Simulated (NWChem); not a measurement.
System meant: S, triplet

NWChem input:

```
start job
memory heap 200 mb stack 900 mb global 1100 mb
geometry units angstroms noautoz
  S      0.000000     0.000000     0.000000
end
basis spherical
  * library def2-svp
end
dft
  odft
  mult 3
  xc xpbe96 cpbe96
  iterations 4
  mulliken
end
task dft energy
```

End of the output:

```
    Atom       Charge   Shell Charges
 -----------   ------   -------------------------------------------------------
    1 S   16     2.00   0.00  0.00  0.02 -0.02  0.02  0.80  1.18  0.00

     -------------------------------------------
      Total Density - Lowdin Population Analysis
     -------------------------------------------

    Atom       Charge   Shell Charges
 -----------   ------   -------------------------------------------------------
    1 S   16    16.00   2.00  1.97  1.14  0.89  5.80  1.82  2.38  0.00

     ------------------------------------------
      Spin Density - Lowdin Population Analysis
     ------------------------------------------

    Atom       Charge   Shell Charges
 -----------   ------   -------------------------------------------------------
    1 S   16     2.00   0.00  0.00  0.01 -0.01  0.05  0.78  1.17  0.00

   alpha - beta orbital overlaps
   -----------------------------

   alpha      1      2      3      4      5      6      7      8      9     10
    beta      1      2      3      4      5      6      9      8      7     10
 overlap   1.000  1.000  0.998  0.998  1.000  0.999  0.983  0.983  1.000  1.000

   alpha     11     12     13     14     15     16     17     18
    beta     15     14     11     12     13     18     17     16
 overlap   1.000  1.000  1.000  1.000  0.999  0.731  0.731  1.000

     --------------------------
     Expectation value of S2:
     --------------------------
      <S2> =      2.0020 (Exact =     2.0000)

 ------------------------------------------------------------------------
 dft energy failed                                                                                  0
 ------------------------------------------------------------------------
 ------------------------------------------------------------------------
  current input line :
    16: task dft energy
 ------------------------------------------------------------------------
 ------------------------------------------------------------------------
 This type of error is most commonly associated with calculations not reaching convergence criteria
 ------------------------------------------------------------------------
 For more information see the NWChem manual at https://nwchemgit.github.io

0:dft energy failed:Received an Error in Communication
```

Q: What is wrong, and how is it mended?

A: The run did not converge; its last values are not results. Cause: the SCF was allowed too few iterations. This input runs:
```
start job
memory heap 200 mb stack 900 mb global 1100 mb
geometry units angstroms noautoz
  S      0.000000     0.000000     0.000000
end
basis spherical
  * library def2-svp
end
dft
  odft
  mult 3
  xc xpbe96 cpbe96
  iterations 150
  mulliken
end
task dft energy
```
It converges to -397.80063 Ha (PBE/def2-SVP, spin-unrestricted).
